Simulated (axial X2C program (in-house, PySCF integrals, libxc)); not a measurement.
## Nuclear properties of BS⁻

Calculated with an in-house all-electron X2C program for linear molecules (integrals from PySCF): two-component X2C with atomic mean-field Coulomb and Gaunt terms, Gaussian nuclei, basis S dyall-av3z, B dyall-av3z with contracted cores.

R = 1.689 Å (near the PBE0 minimum at charge -1 of the determinant lowest at the starting distance; the state shown can have its own minimum elsewhere).

Input and command:
```json
{"zs": [16, 5], "q": -1, "bas": ["dyall-av3z", "dyall-av3z"], "r0": 1.72, "levels": ["PBE0", "HF", "TPSSh", "BHandHLYP", "BP86"], "nst": 3}
```
```bash
python soeom.py task.json out
```

Keys: zs atomic numbers; q charge; bas basis sets; r0 starting distance in Å; levels methods; nst determinants followed.

Determinant lowest in the PBE0 search, Ω = 0 (closed shell), highest spinor 42% B p, 34% B s, 12% S p:

| level | qzz S (a.u.) | qzz B (a.u.) |
| --- | --- | --- |
| PBE0 | -0.34 | -0.48 |
| HF | -0.30 | -0.54 |
| TPSSh | -0.32 | -0.48 |
| BHandHLYP | -0.32 | -0.53 |
| BP86 | -0.36 | -0.47 |

Determinant 2.34 eV from it at PBE0 and this distance, Ω = 2 (⟨Sz⟩ = 1.00, ⟨Lz⟩ = 1.00 at PBE0), spin on the atoms S -0.02, B 1.02:

```csv
level,Eeff magnitude (GV/cm),Ws magnitude S (kHz),Ws magnitude B (kHz),A∥/gI S (MHz),qzz S (a.u.),A∥/gI B (MHz),qzz B (a.u.)
PBE0,0.0656,0.0113,0.00163,68,0.68,126,-0.14
TPSSh,0.0626,0.0107,0.00162,67.6,0.72,125,-0.14
BHandHLYP,0.0715,0.0124,0.0017,67.8,0.75,135,-0.15
BP86,0.0608,0.0104,0.00168,63.9,0.66,123,-0.14
```

Eeff is the effective electric field on the electron electric dipole moment in this Ω state and Ws the scalar–pseudoscalar constant of the nucleus named (defined with the proton number Z and per Ω); A∥ (defined per Ω) follows by multiplying with gI = μI/(I μN); qzz is the electric field gradient, eQq0 = 234.96 MHz × Q/barn × qzz. The operators were transformed with the bare-nucleus X2C matrices; with these basis sets, hyperfine constants and field gradients can be off by tens of per cent, and where levels differ in sign neither size nor sign is settled.

(1) With Q(33S) = -0.0694 barn, Q(11B) = 0.04059 barn (Q from Pyykkö, Mol. Phys. 2018), turn the PBE0 values of the first state into constants in MHz.

Each state is one determinant with collinear spin, which with several unpaired electrons need not be a pure state. For an anion, determinants above electron detachment, or with a positive highest level, are held by the basis set. With several open shells hyperfine constants can be off by a factor of several. Open-shell Ω = 0 determinants with evenly filled partner blocks cannot be reached by this program, so the Ω shown need not be the lowest component. Left out as unconverged or as another state under the same occupation: HF in at least one table. The search compared states at one distance, so a state with another bond length can lie lower. PBE0 term energies can be off by some tenths of an eV.

Answers

(1) eQq0(33S) = 234.96 × (-0.0694) × (-0.34) = 5.54 MHz; eQq0(11B) = 234.96 × (0.04059) × (-0.48) = -4.58 MHz.
